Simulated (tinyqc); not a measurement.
Worked calculation: G0W0 on RHF in the sto-6g basis, for H2F+, spin multiplicity 1. One step of it, computed by the program tinyqc.

Problem. Integrals over molecular orbitals. (pq|rs) = sum C_ip C_jq C_kr C_ls (ij|kl), one index at a time.

coefficients C, order 1F 1s, 1F 2s, 1F 2px, 1F 2py, 1F 2pz, 2H 1s, 3H 1s:
$$\begin{pmatrix}
0.997180 & -0.239724 & 0.000000 & 0.057102 & 0.000000 & 0.084619 & 0.000000 \\
0.012424 & 0.965704 & 0.000000 & -0.304455 & 0.000000 & -0.546416 & 0.000000 \\
0.000000 & 0.000000 & 0.000000 & 0.000000 & 1.000000 & 0.000000 & 0.000000 \\
0.000000 & 0.000000 & 0.759122 & 0.000000 & 0.000000 & 0.000000 & -0.747864 \\
0.001473 & 0.088137 & 0.000000 & 0.861107 & 0.000000 & -0.559054 & 0.000000 \\
-0.002014 & 0.073882 & 0.340782 & 0.235868 & 0.000000 & 0.708785 & 0.752695 \\
-0.002014 & 0.073882 & -0.340782 & 0.235868 & 0.000000 & 0.708785 & -0.752695
\end{pmatrix}$$

core Hamiltonian H = T + V (hartree), order 1F 1s, 1F 2s, 1F 2px, 1F 2py, 1F 2pz, 2H 1s, 3H 1s:
$$\begin{pmatrix}
-41.376985 & -9.230440 & 0.000000 & 0.000000 & -0.012935 & -1.291294 & -1.291294 \\
-9.230440 & -11.343514 & 0.000000 & 0.000000 & -0.151110 & -3.004084 & -3.004084 \\
0.000000 & 0.000000 & -9.126177 & 0.000000 & 0.000000 & 0.000000 & 0.000000 \\
0.000000 & 0.000000 & 0.000000 & -9.218552 & 0.000000 & -1.652896 & 1.652896 \\
-0.012935 & -0.151110 & 0.000000 & 0.000000 & -9.177210 & -1.266926 & -1.266926 \\
-1.291294 & -3.004084 & 0.000000 & -1.652896 & -1.266926 & -4.968024 & -1.090574 \\
-1.291294 & -3.004084 & 0.000000 & 1.652896 & -1.266926 & -1.090574 & -4.968024
\end{pmatrix}$$

Two-electron integrals (ij|kl) in chemists' order, unique and non-zero (hartree):
```
(11|11) 5.406240    (21|11) 0.768129    (21|21) 0.138909    (22|11) 1.266271
(22|21) 0.283987    (22|22) 0.926367    (31|31) 0.029452    (32|31) 0.044681
(32|32) 0.204753    (33|11) 1.266273    (33|21) 0.283987    (33|22) 0.926366
(33|33) 0.998085    (41|41) 0.029452    (42|41) 0.044681    (42|42) 0.204753
(43|43) 0.053789    (44|11) 1.266273    (44|21) 0.283987    (44|22) 0.926366
(44|33) 0.890506    (44|44) 0.998085    (51|51) 0.029452    (52|51) 0.044681
(52|52) 0.204753    (53|53) 0.053789    (54|54) 0.053789    (55|11) 1.266273
(55|21) 0.283987    (55|22) 0.926366    (55|33) 0.890506    (55|44) 0.890506
(55|55) 0.998085    (61|11) 0.113715    (61|21) 0.019720    (61|22) 0.039460
(61|33) 0.039393    (61|41) 0.000689    (61|42) 0.001349    (61|44) 0.039522
(61|51) 0.000512    (61|52) 0.001003    (61|54) 0.000096    (61|55) 0.039464
(61|61) 0.002846    (62|11) 0.295295    (62|21) 0.067257    (62|22) 0.245687
(62|33) 0.242178    (62|41) 0.003922    (62|42) 0.029897    (62|44) 0.248958
(62|51) 0.002915    (62|52) 0.022222    (62|54) 0.005039    (62|55) 0.245924
(62|61) 0.009557    (62|62) 0.081622    (63|31) 0.007369    (63|32) 0.042543
(63|43) 0.006207    (63|53) 0.004614    (63|63) 0.011799    (64|11) 0.164148
(64|21) 0.037905    (64|22) 0.148000    (64|33) 0.141812    (64|41) 0.009276
(64|42) 0.059378    (64|44) 0.158187    (64|51) 0.001417    (64|52) 0.012513
(64|54) 0.007557    (64|55) 0.144000    (64|61) 0.005612    (64|62) 0.060350
(64|64) 0.056037    (65|11) 0.122007    (65|21) 0.028174    (65|22) 0.110004
(65|33) 0.105405    (65|41) 0.001417    (65|42) 0.012513    (65|44) 0.108349
(65|51) 0.008423    (65|52) 0.051843    (65|54) 0.008395    (65|55) 0.116259
(65|61) 0.004172    (65|62) 0.044857    (65|64) 0.032881    (65|65) 0.036239
(66|11) 0.466462    (66|21) 0.108237    (66|22) 0.455263    (66|33) 0.440462
(66|41) 0.007663    (66|42) 0.082111    (66|44) 0.469063    (66|51) 0.005695
(66|52) 0.061031    (66|54) 0.021259    (66|55) 0.456263    (66|61) 0.015480
(66|62) 0.198765    (66|64) 0.170300    (66|65) 0.126579    (66|66) 0.774999
(71|11) 0.113715    (71|21) 0.019720    (71|22) 0.039460    (71|33) 0.039393
(71|41) -0.000689   (71|42) -0.001349   (71|44) 0.039522    (71|51) 0.000512
(71|52) 0.001003    (71|54) -0.000096   (71|55) 0.039464    (71|61) 0.002811
(71|62) 0.009288    (71|64) 0.005006    (71|65) 0.004057    (71|66) 0.014923
(71|71) 0.002846    (72|11) 0.295295    (72|21) 0.067257    (72|22) 0.245687
(72|33) 0.242178    (72|41) -0.003922   (72|42) -0.029897   (72|44) 0.248958
(72|51) 0.002915    (72|52) 0.022222    (72|54) -0.005039   (72|55) 0.245924
(72|61) 0.009288    (72|62) 0.066587    (72|64) 0.033967    (72|65) 0.035550
(72|66) 0.131626    (72|71) 0.009557    (72|72) 0.081622    (73|31) 0.007369
(73|32) 0.042543    (73|43) -0.006207   (73|53) 0.004614    (73|63) 0.009324
(73|73) 0.011799    (74|11) -0.164148   (74|21) -0.037905   (74|22) -0.148000
(74|33) -0.141812   (74|41) 0.009276    (74|42) 0.059378    (74|44) -0.158187
(74|51) -0.001417   (74|52) -0.012513   (74|54) 0.007557    (74|55) -0.144000
(74|61) -0.005006   (74|62) -0.033967   (74|64) -0.008425   (74|65) -0.017780
(74|66) -0.061367   (74|71) -0.005612   (74|72) -0.060350   (74|74) 0.056037
(75|11) 0.122007    (75|21) 0.028174    (75|22) 0.110004    (75|33) 0.105405
(75|41) -0.001417   (75|42) -0.012513   (75|44) 0.108349    (75|51) 0.008423
(75|52) 0.051843    (75|54) -0.008395   (75|55) 0.116259    (75|61) 0.004057
(75|62) 0.035550    (75|64) 0.017780    (75|65) 0.028028    (75|66) 0.077396
(75|71) 0.004172    (75|72) 0.044857    (75|74) -0.032881   (75|75) 0.036239
(76|11) 0.098225    (76|21) 0.022645    (76|22) 0.090906    (76|33) 0.089143
(76|44) 0.090677    (76|51) 0.001525    (76|52) 0.014301    (76|55) 0.092898
(76|61) 0.003187    (76|62) 0.030876    (76|64) 0.019971    (76|65) 0.019394
(76|66) 0.083063    (76|71) 0.003187    (76|72) 0.030876    (76|74) -0.019971
(76|75) 0.019394    (76|76) 0.015067    (77|11) 0.466462    (77|21) 0.108237
(77|22) 0.455263    (77|33) 0.440462    (77|41) -0.007663   (77|42) -0.082111
(77|44) 0.469063    (77|51) 0.005695    (77|52) 0.061031    (77|54) -0.021259
(77|55) 0.456263    (77|61) 0.014923    (77|62) 0.131626    (77|64) 0.061367
(77|65) 0.077396    (77|66) 0.294402    (77|71) 0.015480    (77|72) 0.198765
(77|74) -0.170300   (77|75) 0.126579    (77|76) 0.083063    (77|77) 0.774999
```

Give: one-electron integrals over orbitals h = C^T H C; Two-electron integrals over orbitals.

Solution.

one-electron integrals over orbitals h = C^T H C (hartree):
$$\begin{pmatrix}
-41.3639 & 0.7077 & 0.0000 & -0.1608 & 0.0000 & -0.2513 & 0.0000 \\
0.7077 & -9.6444 & 0.0000 & 0.3801 & 0.0000 & 1.2655 & 0.0000 \\
0.0000 & 0.0000 & -7.9233 & 0.0000 & 0.0000 & 0.0000 & 2.1980 \\
-0.1608 & 0.3801 & 0.0000 & -8.5025 & 0.0000 & 1.5782 & 0.0000 \\
0.0000 & 0.0000 & 0.0000 & 0.0000 & -9.1262 & 0.0000 & 0.0000 \\
-0.2513 & 1.2655 & 0.0000 & 1.5782 & 0.0000 & -5.5242 & 0.0000 \\
0.0000 & 0.0000 & 2.1980 & 0.0000 & 0.0000 & 0.0000 & -5.8277
\end{pmatrix}$$

Two-electron integrals over orbitals (pq|rs), unique and non-zero (hartree):
```
(11|11) 5.3820     (21|11) -0.5216    (21|21) 0.0818     (22|11) 1.2309
(22|21) -0.0218    (22|22) 0.8658     (31|31) 0.0183     (32|31) 0.0260
(32|32) 0.1536     (33|11) 0.9849     (33|21) -0.0081    (33|22) 0.7536
(33|33) 0.7227     (41|11) 0.1263     (41|21) -0.0175    (41|22) 0.0124
(41|33) 0.0043     (41|41) 0.0278     (42|11) -0.1020    (42|21) 0.0078
(42|22) -0.0085    (42|33) -0.0094    (42|41) 0.0293     (42|42) 0.1600
(43|31) -0.0035    (43|32) 0.0068     (43|43) 0.0498     (44|11) 1.1302
(44|21) -0.0131    (44|22) 0.8071     (44|33) 0.6984     (44|41) -0.0097
(44|42) -0.0837    (44|44) 0.8521     (51|51) 0.0304     (52|51) 0.0393
(52|52) 0.1843     (53|53) 0.0380     (54|51) -0.0088    (54|52) -0.0326
(54|54) 0.0517     (55|11) 1.2660     (55|21) -0.0137    (55|22) 0.8870
(55|33) 0.7415     (55|41) 0.0032     (55|42) -0.0542    (55|44) 0.8176
(55|55) 0.9981     (61|11) 0.1935     (61|21) -0.0321    (61|22) 0.0042
(61|33) 0.0017     (61|41) -0.0066    (61|42) -0.0198    (61|44) 0.0117
(61|55) 0.0048     (61|61) 0.0201     (62|11) -0.2692    (62|21) 0.0073
(62|22) -0.1378    (62|33) -0.0868    (62|41) -0.0181    (62|42) -0.0485
(62|44) -0.0885    (62|55) -0.1390    (62|61) 0.0063     (62|62) 0.0729
(63|31) -0.0039    (63|32) 0.0200     (63|43) 0.0184     (63|63) 0.0654
(64|11) -0.3007    (64|21) 0.0038     (64|22) -0.1629    (64|33) -0.0979
(64|41) -0.0042    (64|42) 0.0199     (64|44) -0.1652    (64|55) -0.1689
(64|61) 4.82e-04   (64|62) 0.0590     (64|64) 0.0910     (65|51) -0.0120
(65|52) -0.0470    (65|54) -0.0112    (65|65) 0.0238     (66|11) 0.6852
(66|21) -0.0056    (66|22) 0.5599     (66|33) 0.5414     (66|41) 0.0146
(66|42) 0.0636     (66|44) 0.5320     (66|55) 0.5370     (66|61) -0.0053
(66|62) -0.0534    (66|64) -0.0279    (66|66) 0.5378     (71|31) -0.0167
(71|32) -0.0230    (71|43) 0.0033     (71|63) 0.0033     (71|71) 0.0154
(72|31) -0.0176    (72|32) -0.0698    (72|43) 0.0217     (72|63) 0.0240
(72|71) 0.0157     (72|72) 0.0555     (73|11) -0.4259    (73|21) 0.0078
(73|22) -0.2175    (73|33) -0.1680    (73|41) 0.0012     (73|42) 0.0583
(73|44) -0.1935    (73|55) -0.2356    (73|61) -0.0045    (73|62) 0.0640
(73|64) 0.0992     (73|66) -0.0170    (73|73) 0.1637     (74|31) 0.0070
(74|32) 0.0538     (74|43) -0.0029    (74|63) 0.0459     (74|71) -0.0064
(74|72) -0.0100    (74|74) 0.0514     (75|53) -0.0253    (75|75) 0.0189
(76|31) 0.0087     (76|32) 0.0841     (76|43) 0.0534     (76|63) 0.0821
(76|71) -0.0078    (76|72) 0.0059     (76|74) 0.0656     (76|76) 0.1615
(77|11) 0.7557     (77|21) -0.0066    (77|22) 0.5909     (77|33) 0.5923
(77|41) 0.0031     (77|42) 0.0106     (77|44) 0.5666     (77|55) 0.5768
(77|61) 0.0015     (77|62) -0.0403    (77|64) -0.0284    (77|66) 0.5297
(77|73) -0.0584    (77|77) 0.5602
```
